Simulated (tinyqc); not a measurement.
Worked calculation (part 1 of 2): RHF in the sto-3g basis, for H2O, spin multiplicity 1. Computed by tinyqc, a small Python program that keeps every step (integrals from PySCF). Settings: charge = 0, multiplicity = 1, basis = sto-3g, energy threshold = 1e-08, iteration cap = 87, orthogonalisation = canonical, start = random, DIIS depth = 4, damping = 0.7, method = RHF. Command: `OMP_NUM_THREADS=1 python tinyqc.py 23447 23448 out.jsonl` (the two numbers bound the seeds that draw the settings). One thread of a shared host (Intel(R) Xeon(R) Processor @ 2.60GHz), about 0.1 s of CPU time with the checks. Later iterations appear only in the table of the cycle.

## One-electron integrals

Geometry (angstrom):
```
atom,x,y,z
O,0.00000,0.00000,0.00000
H,0.00000,0.75500,0.55800
H,0.00000,-0.78800,0.58300
```

Basis sto-3g: exponents (1/bohr^2) and contraction coefficients of normalised primitives:
```
element,l (shell),exponent,coefficient
O,s (1),130.70932,0.15433
O,s (1),23.80886,0.53533
O,s (1),6.44361,0.44463
O,s (2),5.03315,-0.09997
O,s (2),1.16960,0.39951
O,s (2),0.38039,0.70012
O,p (3),5.03315,0.15592
O,p (3),1.16960,0.60768
O,p (3),0.38039,0.39196
H,s (1),3.42525,0.15433
H,s (1),0.62391,0.53533
H,s (1),0.16886,0.44463
```

Overlap, kinetic and nuclear-attraction integrals over the contracted functions; the nuclear repulsion is the sum of Za Zb / Rab.

nuclear repulsion = 9.1710300 hartree

overlap S:
```
,1O 1s,1O 2s,1O 2px,1O 2py,1O 2pz,2H 1s,3H 1s
1O 1s,1.00000,0.23670,0.00000,0.00000,0.00000,0.05638,0.05110
1O 2s,0.23670,1.00000,0.00000,0.00000,0.00000,0.48694,0.45982
1O 2px,0.00000,0.00000,1.00000,0.00000,0.00000,0.00000,0.00000
1O 2py,0.00000,0.00000,0.00000,1.00000,0.00000,0.32149,-0.30977
1O 2pz,0.00000,0.00000,0.00000,0.00000,1.00000,0.23760,0.22918
2H 1s,0.05638,0.48694,0.00000,0.32149,0.23760,1.00000,0.24129
3H 1s,0.05110,0.45982,0.00000,-0.30977,0.22918,0.24129,1.00000
```

kinetic energy T (hartree):
```
,1O 1s,1O 2s,1O 2px,1O 2py,1O 2pz,2H 1s,3H 1s
1O 1s,29.00320,-0.16801,0.00000,0.00000,0.00000,-0.00115,-0.00401
1O 2s,-0.16801,0.80813,0.00000,0.00000,0.00000,0.13763,0.11783
1O 2px,0.00000,0.00000,2.52873,0.00000,0.00000,0.00000,0.00000
1O 2py,0.00000,0.00000,0.00000,2.52873,0.00000,0.24015,-0.21453
1O 2pz,0.00000,0.00000,0.00000,0.00000,2.52873,0.17749,0.15872
2H 1s,-0.00115,0.13763,0.00000,0.24015,0.17749,0.76003,0.00622
3H 1s,-0.00401,0.11783,0.00000,-0.21453,0.15872,0.00622,0.76003
```

nuclear attraction V (hartree):
```
,1O 1s,1O 2s,1O 2px,1O 2py,1O 2pz,2H 1s,3H 1s
1O 1s,-61.72197,-7.44429,0.00000,-0.00108,-0.01840,-1.82602,-1.65239
1O 2s,-7.44429,-10.14088,0.00000,-0.01045,-0.21642,-3.98939,-3.71742
1O 2px,0.00000,0.00000,-9.98467,0.00000,0.00000,0.00000,0.00000
1O 2py,-0.00108,-0.01045,0.00000,-10.14561,-0.00571,-2.34930,2.22181
1O 2pz,-0.01840,-0.21642,0.00000,-0.00571,-10.07267,-1.80571,-1.71194
2H 1s,-1.82602,-3.98939,0.00000,-2.34930,-1.80571,-5.90145,-1.55327
3H 1s,-1.65239,-3.71742,0.00000,2.22181,-1.71194,-1.55327,-5.74376
```

core Hamiltonian H = T + V (hartree):
```
,1O 1s,1O 2s,1O 2px,1O 2py,1O 2pz,2H 1s,3H 1s
1O 1s,-32.71877,-7.61230,0.00000,-0.00108,-0.01840,-1.82716,-1.65640
1O 2s,-7.61230,-9.33275,0.00000,-0.01045,-0.21642,-3.85175,-3.59959
1O 2px,0.00000,0.00000,-7.45594,0.00000,0.00000,0.00000,0.00000
1O 2py,-0.00108,-0.01045,0.00000,-7.61688,-0.00571,-2.10914,2.00728
1O 2pz,-0.01840,-0.21642,0.00000,-0.00571,-7.54394,-1.62822,-1.55322
2H 1s,-1.82716,-3.85175,0.00000,-2.10914,-1.62822,-5.14142,-1.54704
3H 1s,-1.65640,-3.59959,0.00000,2.00728,-1.55322,-1.54704,-4.98373
```

## Two-electron integrals

Functions are numbered as in S; the eight-fold symmetry (ij|kl) = (ji|kl) = (kl|ij) leaves the list below.

Two-electron integrals (ij|kl) in chemists' order, unique and non-zero (hartree):
```
i,j,k,l,(ij|kl)
1,1,1,1,4.78507
2,1,1,1,0.74138
2,1,2,1,0.13687
2,2,1,1,1.11895
2,2,2,1,0.25663
2,2,2,2,0.81721
3,1,3,1,0.02448
3,2,3,1,0.03781
3,2,3,2,0.18052
3,3,1,1,1.11581
3,3,2,1,0.25668
3,3,2,2,0.81702
3,3,3,3,0.88016
4,1,4,1,0.02448
4,2,4,1,0.03781
4,2,4,2,0.18052
4,3,4,3,0.04744
4,4,1,1,1.11581
4,4,2,1,0.25668
4,4,2,2,0.81702
4,4,3,3,0.78527
4,4,4,4,0.88016
5,1,5,1,0.02448
5,2,5,1,0.03781
5,2,5,2,0.18052
5,3,5,3,0.04744
5,4,5,4,0.04744
5,5,1,1,1.11581
5,5,2,1,0.25668
5,5,2,2,0.81702
5,5,3,3,0.78527
5,5,4,4,0.78527
5,5,5,5,0.88016
6,1,1,1,0.17954
6,1,2,1,0.03285
6,1,2,2,0.06112
6,1,3,3,0.06101
6,1,4,1,0.00121
6,1,4,2,0.00226
6,1,4,4,0.06123
6,1,5,1,0.00090
6,1,5,2,0.00167
6,1,5,4,0.00017
6,1,5,5,0.06113
6,1,6,1,0.00798
6,2,1,1,0.41658
6,2,2,1,0.09665
6,2,2,2,0.33840
6,2,3,3,0.33283
6,2,4,1,0.00580
6,2,4,2,0.04344
6,2,4,4,0.34344
6,2,5,1,0.00429
6,2,5,2,0.03211
6,2,5,4,0.00784
6,2,5,5,0.33862
6,2,6,1,0.02361
6,2,6,2,0.17037
6,3,3,1,0.01036
6,3,3,2,0.05939
6,3,4,3,0.00913
6,3,5,3,0.00675
6,3,6,3,0.02491
6,4,1,1,0.23420
6,4,2,1,0.05506
6,4,2,2,0.20594
6,4,3,3,0.19650
6,4,4,1,0.01327
6,4,4,2,0.08460
6,4,4,4,0.22113
6,4,5,1,0.00215
6,4,5,2,0.01863
6,4,5,4,0.01145
6,4,5,5,0.19997
6,4,6,1,0.01407
6,4,6,2,0.12594
6,4,6,4,0.11700
6,5,1,1,0.17309
6,5,2,1,0.04070
6,5,2,2,0.15221
6,5,3,3,0.14523
6,5,4,1,0.00215
6,5,4,2,0.01863
6,5,4,4,0.14993
6,5,5,1,0.01195
6,5,5,2,0.07316
6,5,5,4,0.01261
6,5,5,5,0.16130
6,5,6,1,0.01040
6,5,6,2,0.09308
6,5,6,4,0.06806
6,5,6,5,0.07521
6,6,1,1,0.54081
6,6,2,1,0.12751
6,6,2,2,0.50993
6,6,3,3,0.48914
6,6,4,1,0.01033
6,6,4,2,0.10497
6,6,4,4,0.52908
6,6,5,1,0.00764
6,6,5,2,0.07758
6,6,5,4,0.02952
6,6,5,5,0.51096
6,6,6,1,0.03146
6,6,6,2,0.31638
6,6,6,4,0.26727
6,6,6,5,0.19754
6,6,6,6,0.77461
7,1,1,1,0.16254
7,1,2,1,0.02975
7,1,2,2,0.05539
7,1,3,3,0.05529
7,1,4,1,-0.00110
7,1,4,2,-0.00206
7,1,4,4,0.05550
7,1,5,1,0.00082
7,1,5,2,0.00152
7,1,5,4,-0.00016
7,1,5,5,0.05540
7,1,6,1,0.00712
7,1,6,2,0.02071
7,1,6,4,0.01123
7,1,6,5,0.00913
7,1,6,6,0.02724
7,1,7,1,0.00655
7,2,1,1,0.38787
7,2,2,1,0.09004
7,2,2,2,0.31656
7,2,3,3,0.31125
7,2,4,1,-0.00542
7,2,4,2,-0.04110
7,2,4,4,0.32136
7,2,5,1,0.00401
7,2,5,2,0.03041
7,2,5,4,-0.00748
7,2,5,5,0.31678
7,2,6,1,0.02128
7,2,6,2,0.13032
7,2,6,4,0.06597
7,2,6,5,0.06941
7,2,6,6,0.20058
7,2,7,1,0.01994
7,2,7,2,0.15070
7,3,3,1,0.00951
7,3,3,2,0.05504
7,3,4,3,-0.00858
7,3,5,3,0.00635
7,3,6,3,0.01830
7,3,7,3,0.02170
7,4,1,1,-0.22193
7,4,2,1,-0.05220
7,4,2,2,-0.19598
7,4,3,3,-0.18705
7,4,4,1,0.01227
7,4,4,2,0.07920
7,4,4,4,-0.21029
7,4,5,1,-0.00204
7,4,5,2,-0.01787
7,4,5,4,0.01085
7,4,5,5,-0.19038
7,4,6,1,-0.01177
7,4,6,2,-0.06765
7,4,6,4,-0.01641
7,4,6,5,-0.03517
7,4,6,6,-0.09165
7,4,7,1,-0.01208
7,4,7,2,-0.11332
7,4,7,4,0.10595
7,5,1,1,0.16420
7,5,2,1,0.03862
7,5,2,2,0.14499
7,5,3,3,0.13839
7,5,4,1,-0.00204
7,5,4,2,-0.01787
7,5,4,4,0.14289
7,5,5,1,0.01102
7,5,5,2,0.06827
7,5,5,4,-0.01191
7,5,5,5,0.15355
7,5,6,1,0.00954
7,5,6,2,0.07028
7,5,6,4,0.03478
7,5,6,5,0.05516
7,5,6,6,0.11866
7,5,7,1,0.00894
7,5,7,2,0.08384
7,5,7,4,-0.06233
7,5,7,5,0.06782
7,6,1,1,0.15492
7,6,2,1,0.03626
7,6,2,2,0.13720
7,6,3,3,0.13415
7,6,4,1,-3.25e-05
7,6,4,2,-0.00037
7,6,4,4,0.13695
7,6,5,1,0.00258
7,6,5,2,0.02272
7,6,5,4,-0.00010
7,6,5,5,0.14036
7,6,6,1,0.00876
7,6,6,2,0.06771
7,6,6,4,0.04292
7,6,6,5,0.04166
7,6,6,6,0.12780
7,6,7,1,0.00794
7,6,7,2,0.06416
7,6,7,4,-0.04180
7,6,7,5,0.04005
7,6,7,6,0.03274
7,7,1,1,0.52125
7,7,2,1,0.12297
7,7,2,2,0.49507
7,7,3,3,0.47495
7,7,4,1,-0.00976
7,7,4,2,-0.10133
7,7,4,4,0.51355
7,7,5,1,0.00722
7,7,5,2,0.07497
7,7,5,4,-0.02856
7,7,5,5,0.49608
7,7,6,1,0.02899
7,7,6,2,0.20837
7,7,6,4,0.09280
7,7,6,5,0.12168
7,7,6,6,0.33704
7,7,7,1,0.02749
7,7,7,2,0.29408
7,7,7,4,-0.25255
7,7,7,5,0.18685
7,7,7,6,0.12780
7,7,7,7,0.77461
```

## Orthogonalisation

S = U s U^T; canonical form X = U s^(-1/2), so that X^T S X = 1. Each column of U has its largest component positive (the first on a tie).

eigenvalues of S: 0.34112  0.41974  0.88783  1.00000  1.09025  1.34147  1.91958

X:
```
,1,2,3,4,5,6,7
1O 1s,-0.29994,0.06488,0.75876,0.00000,-0.61422,-0.00297,0.15324
1O 2s,1.17335,-0.19924,-0.28900,0.00000,-0.29131,-0.00693,0.42514
1O 2px,0.00000,0.00000,0.00000,1.00000,0.00000,0.00000,0.00000
1O 2py,0.19158,0.92224,-0.00128,0.00000,0.00767,0.68540,0.01093
1O 2pz,0.52398,-0.09244,0.64706,0.00000,0.65066,-0.00778,0.19011
2H 1s,-0.92254,-0.71991,-0.15243,0.00000,0.12459,0.35860,0.38334
3H 1s,-0.54994,0.98039,-0.15866,0.00000,0.12707,-0.38337,0.36539
```

## Starting guess

The start is random orthonormal orbitals; D = 2 C_occ C_occ^T.

D at the start:
```
,1O 1s,1O 2s,1O 2px,1O 2py,1O 2pz,2H 1s,3H 1s
1O 1s,1.79405,-0.68027,0.38462,0.26307,-0.25725,0.18340,-0.26921
1O 2s,-0.68027,2.67637,-0.69838,-0.51931,0.11101,-1.23879,-1.57689
1O 2px,0.38462,-0.69838,1.00310,-0.78788,-0.27051,0.25580,0.30425
1O 2py,0.26307,-0.51931,-0.78788,2.08601,-0.22836,-0.96154,1.26779
1O 2pz,-0.25725,0.11101,-0.27051,-0.22836,1.86551,-0.53264,-1.02343
2H 1s,0.18340,-1.23879,0.25580,-0.96154,-0.53264,3.25988,-0.24020
3H 1s,-0.26921,-1.57689,0.30425,1.26779,-1.02343,-0.24020,2.54240
```

## Iteration 1: building the Fock matrix

J_ij = sum D_kl (ij|kl), K_ij = sum D_kl (ik|jl); F = H + J - 0.5 K; E = tr D H + tr D J / 2 - 0.25 tr D K + E_nn.

Coulomb J (hartree):
```
,1O 1s,1O 2s,1O 2px,1O 2py,1O 2pz,2H 1s,3H 1s
1O 1s,15.30234,2.92535,-0.02289,-0.00624,-0.03017,0.70011,0.63502
1O 2s,2.92535,7.55246,-0.15918,-0.00406,-0.02125,3.19909,2.95194
1O 2px,-0.02289,-0.15918,7.45903,-0.07531,-0.01835,-0.06915,-0.03691
1O 2py,-0.00624,-0.00406,-0.07531,7.61008,0.02275,2.00009,-1.84512
1O 2pz,-0.03017,-0.02125,-0.01835,0.02275,7.56762,1.47756,1.36611
2H 1s,0.70011,3.19909,-0.06915,2.00009,1.47756,5.30662,1.32180
3H 1s,0.63502,2.95194,-0.03691,-1.84512,1.36611,1.32180,4.91997
```

exchange K (hartree):
```
,1O 1s,1O 2s,1O 2px,1O 2py,1O 2pz,2H 1s,3H 1s
1O 1s,7.89825,0.98666,0.27089,0.29539,-0.44873,0.18822,-0.12012
1O 2s,0.98666,1.71986,-0.37162,-0.11803,-0.66114,0.67007,0.38202
1O 2px,0.27089,-0.37162,1.29201,-0.66300,-0.14235,-0.27172,0.07420
1O 2py,0.29539,-0.11803,-0.66300,1.65237,0.01895,0.49102,-0.30913
1O 2pz,-0.44873,-0.66114,-0.14235,0.01895,1.71654,0.16734,-0.07836
2H 1s,0.18822,0.67007,-0.27172,0.49102,0.16734,1.56386,0.17939
3H 1s,-0.12012,0.38202,0.07420,-0.30913,-0.07836,0.17939,0.84235
```

Fock matrix F (hartree):
```
,1O 1s,1O 2s,1O 2px,1O 2py,1O 2pz,2H 1s,3H 1s
1O 1s,-21.36555,-5.18028,-0.15834,-0.15501,0.17580,-1.22116,-0.96132
1O 2s,-5.18028,-2.64022,0.02663,0.04450,0.09290,-0.98770,-0.83866
1O 2px,-0.15834,0.02663,-0.64292,0.25619,0.05282,0.06671,-0.07401
1O 2py,-0.15501,0.04450,0.25619,-0.83298,0.00756,-0.35456,0.31673
1O 2pz,0.17580,0.09290,0.05282,0.00756,-0.83459,-0.23433,-0.14793
2H 1s,-1.22116,-0.98770,0.06671,-0.35456,-0.23433,-0.61673,-0.31494
3H 1s,-0.96132,-0.83866,-0.07401,0.31673,-0.14793,-0.31494,-0.48494
```

total energy of this density = -62.4707802 hartree

This density is the starting one.

## Iteration 1: diagonalisation and new density

Diagonalise F' = X^T F X, C = X C', fill 5 alpha and 5 beta electrons from the bottom; D = 2 C_occ C_occ^T; the new density keeps 0.7 of the old one (damping). Each column has its largest component positive (the first on a tie).

F' = X^T F X (hartree):
```
,1,2,3,4,5,6,7
1,-0.46524,0.27318,1.59498,0.13466,-1.32678,0.03420,0.10132
2,0.27318,-0.07723,-0.42191,0.09523,0.39961,-0.23292,0.01460
3,1.59498,-0.42191,-10.07552,-0.09241,9.19891,-0.07475,-3.87445
4,0.13466,0.09523,-0.09241,-0.64292,0.12474,0.22776,-0.00157
5,-1.32678,0.39961,9.19891,0.12474,-10.28532,0.01836,4.21577
6,0.03420,-0.23292,-0.07475,0.22776,0.01836,-0.79517,-0.02834
7,0.10132,0.01460,-3.87445,-0.00157,4.21577,-0.02834,-2.79136
```

orbital energies (hartree): MO1 -21.37111, MO2 -1.48741, MO3 -1.02533, MO4 -0.83857, MO5 -0.48827, MO6 -0.07035, MO7 0.14827

coefficients C:
```
,MO1,MO2,MO3,MO4,MO5,MO6,MO7
1O 1s,0.99767,-0.25018,-0.01344,0.00247,-0.00969,0.08459,0.07258
1O 2s,0.01161,1.04160,0.03964,0.01370,-0.07952,-0.64618,-0.50491
1O 2px,0.00753,-0.04405,-0.55990,0.01236,0.80930,-0.09109,-0.14522
1O 2py,0.00630,-0.13223,0.73626,-0.23867,0.40908,0.26921,-0.70767
1O 2pz,-0.00617,-0.05847,0.14871,0.95960,-0.00973,-0.33955,-0.31552
2H 1s,-0.00339,0.02212,0.12902,0.09240,0.33533,0.24462,1.21888
3H 1s,-0.00713,-0.07215,-0.07897,-0.02569,0.01236,1.20123,-0.36074
```

D after iteration 1:
```
,1O 1s,1O 2s,1O 2px,1O 2py,1O 2pz,2H 1s,3H 1s
1O 1s,1.89077,-0.62543,0.28018,0.19910,-0.17471,0.12018,-0.18136
1O 2s,-0.62543,2.52935,-0.56817,-0.45008,0.05301,-0.86552,-1.15164
1O 2px,0.28018,-0.56817,1.28454,-0.59847,-0.23541,0.29863,0.24719
1O 2py,0.19910,-0.45008,-0.59847,1.93056,-0.22935,-0.54878,0.86498
1O 2pz,-0.17471,0.05301,-0.23541,-0.22935,1.87376,-0.31086,-0.73576
2H 1s,0.12018,-0.86552,0.29863,-0.54878,-0.31086,2.36479,-0.17413
3H 1s,-0.18136,-1.15164,0.24719,0.86498,-0.73576,-0.17413,1.78706
```

## Iteration 2: building the Fock matrix

As before.

Coulomb J (hartree):
```
,1O 1s,1O 2s,1O 2px,1O 2py,1O 2pz,2H 1s,3H 1s
1O 1s,16.16450,3.08414,-0.01836,-0.00580,-0.02076,0.73863,0.66983
1O 2s,3.08414,7.86880,-0.12126,-0.00053,-0.00762,3.29278,3.04305
1O 2px,-0.01836,-0.12126,7.80038,-0.05558,-0.01517,-0.05187,-0.02828
1O 2py,-0.00580,-0.00053,-0.05558,7.90569,0.01668,2.03594,-1.88452
1O 2pz,-0.02076,-0.00762,-0.01517,0.01668,7.87882,1.50625,1.39912
2H 1s,0.73863,3.29278,-0.05187,2.03594,1.50625,5.28991,1.34538
3H 1s,0.66983,3.04305,-0.02828,-1.88452,1.39912,1.34538,4.92727
```

exchange K (hartree):
```
,1O 1s,1O 2s,1O 2px,1O 2py,1O 2pz,2H 1s,3H 1s
1O 1s,8.47281,1.19942,0.18950,0.20651,-0.31298,0.25919,0.03103
1O 2s,1.19942,2.04239,-0.27659,-0.09779,-0.46458,0.82519,0.57369
1O 2px,0.18950,-0.27659,1.58904,-0.48530,-0.11486,-0.17050,0.06134
1O 2py,0.20651,-0.09779,-0.48530,1.81663,-0.00402,0.55027,-0.38085
1O 2pz,-0.31298,-0.46458,-0.11486,-0.00402,1.89149,0.26736,0.06315
2H 1s,0.25919,0.82519,-0.17050,0.55027,0.26736,1.42585,0.23667
3H 1s,0.03103,0.57369,0.06134,-0.38085,0.06315,0.23667,0.78949
```

Fock matrix F (hartree):
```
,1O 1s,1O 2s,1O 2px,1O 2py,1O 2pz,2H 1s,3H 1s
1O 1s,-20.79067,-5.12787,-0.11311,-0.11014,0.11733,-1.21813,-1.00209
1O 2s,-5.12787,-2.48514,0.01703,0.03792,0.00825,-0.97157,-0.84338
1O 2px,-0.11311,0.01703,-0.45009,0.18707,0.04226,0.03338,-0.05895
1O 2py,-0.11014,0.03792,0.18707,-0.61951,0.01298,-0.34834,0.31319
1O 2pz,0.11733,0.00825,0.04226,0.01298,-0.61087,-0.25564,-0.18568
2H 1s,-1.21813,-0.97157,0.03338,-0.34834,-0.25564,-0.56443,-0.31999
3H 1s,-1.00209,-0.84338,-0.05895,0.31319,-0.18568,-0.31999,-0.45120
```

total energy of this density = -65.9437938 hartree

This density is a damped mixture and is not idempotent.

## Iteration 2: DIIS over 2 matrices

error matrix X^T (FDS - SDF) X:
```
,1,2,3,4,5,6,7
1,0.00000,-0.00652,-0.33719,0.18766,0.20565,0.35725,-0.98164
2,0.00652,0.00000,-1.45140,-0.25148,1.51353,-0.07595,-1.06068
3,0.33719,1.45140,0.00000,-2.40683,2.75452,-4.15498,5.08952
4,-0.18766,0.25148,2.40683,0.00000,-2.24867,-0.13108,0.78990
5,-0.20565,-1.51353,-2.75452,2.24867,0.00000,4.16916,-6.77962
6,-0.35725,0.07595,4.15498,0.13108,-4.16916,0.00000,1.81541
7,0.98164,1.06068,-5.08952,-0.78990,6.77962,-1.81541,0.00000
```

B (overlaps of the stored error matrices):
```
,1,2
1,5.7450534e+02,3.9493085e+02
2,3.9493085e+02,2.7151898e+02
```

Minimise |sum c_i e_i|^2 with sum c_i = 1: solve [B -1; -1 0][c; lambda] = [0; -1] with B_ij = tr e_i^T e_j, and take F = sum c_i F_i.

DIIS coefficients: -2.19740  3.19740

extrapolated F (hartree):
```
,1O 1s,1O 2s,1O 2px,1O 2py,1O 2pz,2H 1s,3H 1s
1O 1s,-19.52743,-5.01270,-0.01372,-0.01152,-0.01114,-1.21148,-1.09167
1O 2s,-5.01270,-2.14438,-0.00405,0.02344,-0.17776,-0.93614,-0.85376
1O 2px,-0.01372,-0.00405,-0.02637,0.03520,0.01907,-0.03985,-0.02585
1O 2py,-0.01152,0.02344,0.03520,-0.15041,0.02490,-0.33468,0.30542
1O 2pz,-0.01114,-0.17776,0.01907,0.02490,-0.11927,-0.30248,-0.26863
2H 1s,-1.21148,-0.93614,-0.03985,-0.33468,-0.30248,-0.44952,-0.33110
3H 1s,-1.09167,-0.85376,-0.02585,0.30542,-0.26863,-0.33110,-0.37708
```

## Iteration 2: diagonalisation and new density

As before.

F' = X^T F X (hartree):
```
,1,2,3,4,5,6,7
1,0.34931,0.21268,1.41118,0.06708,-1.07081,0.06305,0.16227
2,0.21268,0.72905,-0.35709,0.03396,0.33029,0.10386,-0.04036
3,1.41118,-0.35709,-8.75616,0.01323,8.73877,0.04966,-3.78155
4,0.06708,0.03396,0.01323,-0.02637,0.01403,0.01967,-0.02454
5,-1.07081,0.33029,8.73877,0.01403,-8.94692,-0.04730,3.94497
6,0.06305,0.10386,0.04966,0.01967,-0.04730,-0.41852,0.01969
7,0.16227,-0.04036,-3.78155,-0.02454,3.94497,0.01969,-2.65863
```

orbital energies (hartree): MO1 -19.53727, MO2 -1.01360, MO3 -0.43081, MO4 -0.15392, MO5 -0.03400, MO6 0.57714, MO7 0.86423

coefficients C:
```
,MO1,MO2,MO3,MO4,MO5,MO6,MO7
1O 1s,0.99370,-0.22652,0.00714,0.11610,0.01286,0.11822,0.06494
1O 2s,0.02845,0.79582,-0.05193,-0.57056,-0.08566,-0.78238,-0.42872
1O 2px,0.00068,0.00988,-0.03253,0.01491,0.99409,-0.06387,-0.07959
1O 2py,0.00073,-0.02652,0.59789,-0.02496,-0.02688,0.40490,-0.91308
1O 2pz,0.00369,0.17612,-0.00041,0.78312,-0.08039,-0.63670,-0.32433
2H 1s,-0.00668,0.20376,0.47342,0.25120,0.12099,0.36172,1.09971
3H 1s,-0.00630,0.15244,-0.42056,0.25768,0.01765,1.07510,-0.40337
```

D after iteration 2:
```
,1O 1s,1O 2s,1O 2px,1O 2py,1O 2pz,2H 1s,3H 1s
1O 1s,1.95501,-0.56963,0.20376,0.14403,-0.09011,0.07291,-0.13514
1O 2s,-0.56963,2.35236,-0.44818,-0.33641,-0.14268,-0.61565,-0.80949
1O 2px,0.20376,-0.44818,1.49293,-0.44701,-0.20468,0.27542,0.19498
1O 2py,0.14403,-0.33641,-0.44701,1.56710,-0.17392,-0.22327,0.44804
1O 2pz,-0.09011,-0.14268,-0.20468,-0.17392,1.70210,-0.08400,-0.37861
2H 1s,0.07291,-0.61565,0.27542,-0.22327,-0.08400,1.86141,-0.18258
3H 1s,-0.13514,-0.80949,0.19498,0.44804,-0.37861,-0.18258,1.41106
```

## Iteration 58 (converged): orbitals

converged F (hartree):
```
,1O 1s,1O 2s,1O 2px,1O 2py,1O 2pz,2H 1s,3H 1s
1O 1s,-20.22955,-5.16250,0.00000,-0.00100,-0.02920,-1.24782,-1.13208
1O 2s,-5.16250,-2.44316,0.00000,-0.01186,-0.12305,-1.05400,-0.98517
1O 2px,0.00000,0.00000,-0.38918,0.00000,0.00000,0.00000,0.00000
1O 2py,-0.00100,-0.01186,0.00000,-0.31982,-0.01129,-0.40768,0.39352
1O 2pz,-0.02920,-0.12305,0.00000,-0.01129,-0.34763,-0.36282,-0.35221
2H 1s,-1.24782,-1.05400,0.00000,-0.40768,-0.36282,-0.60182,-0.38018
3H 1s,-1.13208,-0.98517,0.00000,0.39352,-0.35221,-0.38018,-0.54580
```

Diagonalise F' = X^T F X, C = X C', fill 5 alpha and 5 beta electrons from the bottom; D = 2 C_occ C_occ^T. Each column has its largest component positive (the first on a tie).

F' = X^T F X (hartree):
```
,1,2,3,4,5,6,7
1,0.23451,0.13696,1.53869,0.00000,-1.06810,0.02021,0.12557
2,0.13696,0.70202,-0.40245,0.00000,0.30992,0.11456,-0.06701
3,1.53869,-0.40245,-9.23882,0.00000,8.92301,0.05092,-3.87124
4,0.00000,0.00000,0.00000,-0.38918,0.00000,0.00000,0.00000
5,-1.06810,0.30992,8.92301,0.00000,-9.39412,-0.05759,4.04955
6,0.02021,0.11456,0.05092,0.00000,-0.05759,-0.61082,0.01885
7,0.12557,-0.06701,-3.87124,0.00000,4.04955,0.01885,-2.91657
```

orbital energies (hartree): MO1 -20.23838, MO2 -1.26460, MO3 -0.62059, MO4 -0.44652, MO5 -0.38918, MO6 0.59550, MO7 0.75079

coefficients C:
```
,MO1,MO2,MO3,MO4,MO5,MO6,MO7
1O 1s,0.99413,-0.23303,0.00653,0.10131,0.00000,0.13134,-0.02232
1O 2s,0.02656,0.83443,-0.03562,-0.52779,0.00000,-0.87241,0.16649
1O 2px,0.00000,0.00000,0.00000,0.00000,1.00000,0.00000,0.00000
1O 2py,0.00030,0.01165,0.60286,-0.01173,0.00000,0.13724,0.98724
1O 2pz,0.00425,0.12633,0.01805,0.78401,0.00000,-0.71944,0.11306
2H 1s,-0.00625,0.16705,0.44317,0.26305,0.00000,0.68237,-0.96149
3H 1s,-0.00569,0.15094,-0.44354,0.28863,0.00000,0.89293,0.69658
```

D after iteration 58:
```
,1O 1s,1O 2s,1O 2px,1O 2py,1O 2pz,2H 1s,3H 1s
1O 1s,2.10580,-0.44348,0.00000,0.00067,0.10866,-0.03119,-0.02897
1O 2s,-0.44348,1.95362,0.00000,-0.01110,-0.61782,-0.03079,-0.02148
1O 2px,0.00000,0.00000,2.00000,0.00000,0.00000,0.00000,0.00000
1O 2py,0.00067,-0.01110,0.00000,0.72742,0.00631,0.53206,-0.53804
1O 2pz,0.10866,-0.61782,0.00000,0.00631,1.26196,0.47062,0.47466
2H 1s,-0.03119,-0.03079,0.00000,0.53206,0.47062,0.58708,-0.19078
3H 1s,-0.02897,-0.02148,0.00000,-0.53804,0.47466,-0.19078,0.60571
```
